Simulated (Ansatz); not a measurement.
# Errors in the atomisation enthalpy at 298 K

6 molecules of light elements (H to F); the atomisation enthalpy at 298 K in kJ/mol, computed less measured. Shapes, held fixed at every level: PBE0-D4/def2-TZVP. Flexible molecules stand in one conformer, not always the lowest. Thermal terms are harmonic and unscaled (PBE0-D4/def2-TZVP); the spin-orbit lowering of the free atoms is taken from their spectra. Programs: Ansatz 0.2.0. Measured values: Active Thermochemical Tables, NIST-JANAF tables.

Levels: A = revPBE/def2-TZVPP; B = B3LYP/def2-TZVPP; C = MP2/def2-SVP.

```
                    molecule  from tabulated heats    A    B    C
           NOF (SMILES O=NF)                   867  +94  +25  -37
           BHF2 (SMILES FBF)                  1681  -31   -8   +5
          CHFO (SMILES O=CF)                  1646   +9  -11  -20
    H2O2 (hydrogen peroxide)                  1070   -7  -14  -96
CH3O (hydroxymethyl radical)                  1636  -12   +2  -85
               CH4 (methane)                  1663  -35   +2  -85
```

Problem. Which level does best on this set, which worst, and which err to one side?

Solution. 
```json
{"level": "revPBE/def2-TZVPP", "kind": "GGA", "mean error": "+3.0", "mean absolute error": "31.3", "worst case": "NOF"}
{"level": "B3LYP/def2-TZVPP", "kind": "global hybrid", "mean error": "-0.7", "mean absolute error": "10.3", "worst case": "NOF"}
{"level": "MP2/def2-SVP", "kind": "perturbation theory", "mean error": "-53.0", "mean absolute error": "54.7", "worst case": "H2O2"}
```

On this set B3LYP/def2-TZVPP has the smallest mean absolute error and MP2/def2-SVP the largest. revPBE/def2-TZVPP is too low in 4 of 6; MP2/def2-SVP is too low in 5 of 6. The tabulated values of NOF, BHF2 are in doubt (older tables, estimates, or at odds with other calculations) and kept here. Over the 4 molecules whose values aren't doubted the mean absolute errors are A 15.8; B 7.2; C 71.5. Correlated wave functions converge slowly with the basis. Open shells run unrestricted. The set is small.
